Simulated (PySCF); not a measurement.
# Constants of P2, step by step

State: singlet, closed shell. De refers to P + P. RHF-based CCSD(T) in PySCF 2.14 with P cc-pV(T+d)Z and P cc-pV(Q+d)Z (frozen core orbitals: 10; no relativity). Correlation energies are extrapolated as n⁻³ (n = 3, 4), Hartree–Fock as (n+1)·exp(−9√n). CV is the change on freezing 2 orbitals instead, in P cc-pwCVTZ. SR is the spin-free X2C energy in P cc-pVTZ-DK less the non-relativistic one in P cc-pVTZ.

| Level | Re (Å) | ωe (cm⁻¹) | ωexe (cm⁻¹) | αe (cm⁻¹) | De (eV) |
| --- | --- | --- | --- | --- | --- |
| CCSD(T)/TZ | 1.9097 | 773.5 | 2.74 | 0.00142 | 4.565 |
| CCSD(T)/QZ | 1.9019 | 783.3 | 2.73 | 0.00142 | 4.838 |
| HF/CBS | 1.8498 | 914.1 | 2.08 | 0.00111 | 1.715 |
| MP2/CBS | 1.9098 | 746.8 | 3.62 | 0.00168 | 5.147 |
| CCSD/CBS | 1.8818 | 828.0 | 2.48 | 0.00131 | 4.614 |
| CCSD(T)/CBS | 1.8972 | 790.8 | 2.72 | 0.00141 | 5.021 |
| CCSD(T)/CBS+CV | 1.8923 | 794.9 | 2.71 | 0.00141 | 5.059 |
| CCSD(T)/CBS+CV+SR | 1.8918 | 793.6 | 2.70 | 0.00141 | 5.049 |

Q: How much is left between CCSD(T)/QZ and the basis-set limit, and how much do the triples give at the limit?

A: CCSD(T)/CBS less CCSD(T)/QZ: -4.7 mÅ in Re, +7.5 cm⁻¹ in ωe and +0.183 eV in De. CCSD(T)/CBS less CCSD/CBS: +15.4 mÅ in Re, -37.2 cm⁻¹ in ωe and +0.407 eV in De.

Q: What do the later terms add?

A: CV: -4.9 mÅ in Re, +4.1 cm⁻¹ in ωe and +0.038 eV in De; SR: -0.5 mÅ in Re, -1.3 cm⁻¹ in ωe and -0.010 eV in De, each against the row above.

Measured (Huber and Herzberg, Constants of Diatomic Molecules (1979)): Re = 1.8934 Å, ωe = 780.77 cm⁻¹, ωexe = 2.835 cm⁻¹. The last row is off by -1.6 mÅ and 12.9 cm⁻¹.

The T1 diagnostic is 0.017. The open-shell atoms are computed with UHF. Spin–orbit coupling, excitations beyond (T) and corrections to the Born–Oppenheimer picture are left out.

The whole job (state search and all basis sets along the bond) took about 7 min on 4 threads of AMD EPYC 7R43 64-Core (shared host), peak memory 5.4 GiB.
